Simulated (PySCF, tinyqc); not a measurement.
RKS/BP86 in the sto-3g basis, for BH, spin multiplicity 1, step by step. The lowest restricted solution is unstable here: a spin-polarised one lies 0.0031 hartree lower (PySCF). One step of it, computed by the program tinyqc.

Question. Iteration 2: DIIS coefficients. Solve [B -1; -1 0][c; lambda] = [0; -1] for the coefficients, which sum to one.

B (overlaps of the stored error matrices):
```
               1              2
1  7.8948274e-01  3.9765292e-03
2  3.9765292e-03  1.2169386e-02
```

Give: DIIS coefficients.

Answer.

DIIS coefficients: 0.0103  0.9897
